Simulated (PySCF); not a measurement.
# BH3O (Borinic Acid): the cost of one run

Programs: PySCF 2.14.0, with density-fitted response routines of our own. Each step states its level of theory. These are calculated values for one molecule, in the gas phase or a continuum, unless marked as measured. Atoms are numbered from 0 throughout.

## (1) The molecule as given

5 atoms, charge 0, multiplicity 1; geometry from: GFN2-xTB. The atoms were then displaced at random by about 0.01 Å, so the start is not that level's minimum.

Bonds of the start (Å): B0–O1 1.29, B0–H2 1.19, B0–H3 1.20, O1–H4 0.96.

## (2) Optimising the geometry at PBE0-D3(BJ)/def2-TZVP

The job: settings as JSON, then the geometry in Å.

```
{"job": {"xc": "PBE0", "basis": "def2-TZVP", "d3": "d3bj", "grid": 2, "shake": 0.01, "kind": "geom"}, "charge": 0, "multiplicity": 1}
B     -0.397980    -0.013120    -0.008640
O      0.796690    -0.472670    -0.204020
H     -1.318290    -0.675470    -0.381150
H     -0.587310     1.065270     0.483990
H      1.540460     0.062020     0.071930
```

Started as:

```bash
$ OMP_NUM_THREADS=1 python probes_run.py task.json out
```

One launch serves the whole session: the jobs run in the order shown.

**Question.** How long does this first job take on 1 thread of AMD EPYC 7R43, shared host, and how much memory does it need?

About 6.9 s, with a peak of 0.35 GiB.
